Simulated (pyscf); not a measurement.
# Four-centre exchange: Cl–BH–Cl + H₂O -> HCl + HO–BH–Cl

Gas phase, singlet surface, charge 0. Bonds broken: Cl1–B2, O5–H6. Bonds formed: Cl1–H6, B2–O5. Structures and frequencies: ωB97X-D3(BJ)/def2-SVP in PySCF. MP2 and CC: frozen core, UHF for open shells. ΔMP2 is the change of the MP2 total energy from the triple- to the quadruple-zeta basis.

Transition state (Å):

```xyz
7

Cl    -0.2191     0.3952     2.6323
B     -1.3919    -0.0301     0.7896
Cl    -1.2658    -1.7467     0.3640
H     -2.4526     0.4631     1.0385
O     -0.4078     0.8381     0.0947
H      0.0813     0.9498     1.2524
H      0.1815     0.3048    -0.4614
```

One imaginary mode, 1148i cm⁻¹; descent along it reached the two sides named, in the forms told below.

```
bond    change  reactant side (Å)  saddle  product side
------  ------  -----------------  ------  ------------
Cl1–B2  breaks              1.827   2.225           3.8
O5–H6   breaks              0.974   1.262         1.972
Cl1–H6   forms              2.456   1.517         1.291
B2–O5    forms              1.675   1.485         1.353
```

Electronic energies relative to the separated reactants (kcal/mol):

| level | barrier | reaction energy | reverse barrier |
|---|---|---|---|
| ωB97X-D3(BJ)/def2-TZVP | 7.1 | -13.4 | 20.5 |
| PBE/def2-TZVP | 2.9 | -13.4 | 16.3 |
| r²SCAN/def2-TZVP | 3.1 | -14.2 | 17.3 |
| B3LYP-D3(BJ)/def2-TZVP | 6.5 | -14.6 | 21.0 |
| PBE0-D3(BJ)/def2-TZVP | 3.9 | -13.5 | 17.3 |
| M06-2X/def2-TZVP | 5.2 | -14.9 | 20.1 |
| ωB97M-D3(BJ)/def2-TZVP | 6.5 | -14.6 | 21.2 |
| HF/def2-TZVP | 21.9 | -16.4 | 38.3 |
| MP2/def2-QZVPP | 7.8 | -12.0 | 19.9 |
| CCSD/def2-TZVPP | 11.7 | -14.0 | 25.7 |
| CCSD(T)/def2-TZVPP | 9.3 | -13.6 | 22.9 |
| CCSD(T)/def2-TZVPP + ΔMP2(QZVPP) | 9.5 | -13.1 | 22.6 |

With CCSD(T)/def2-TZVPP + ΔMP2(QZVPP) energies and thermal terms (ideal gas, 1 atm, RRHO with modes under 100 cm⁻¹ raised to 100, one conformer, R ln 2 for rigid chiral ones), in kcal/mol:

| T (K) | ΔH‡ | ΔG‡ | ΔH | ΔG |
|---|---|---|---|---|
| 298 | 8.1 | 18.4 | -13.6 | -13.3 |
| 600 | 8.0 | 29.0 | -13.6 | -12.9 |
| 900 | 8.7 | 39.4 | -13.3 | -12.5 |
| 1200 | 9.5 | 49.5 | -13.0 | -12.3 |

On the reactant side the descent ends in an adduct with a B–O contact, 12.1 kcal/mol under the separated species and 19.2 kcal/mol under the saddle at ωB97X-D3(BJ)/def2-TZVP. What is counted as formed (B–O) is already present as a longer contact in the reactant adduct; forming that adduct is a step of its own. One saddle was located; it need not be the lowest between these sides. The CCSD(T) − MP2 part came from Ansatz, without density fitting, on the same reference.
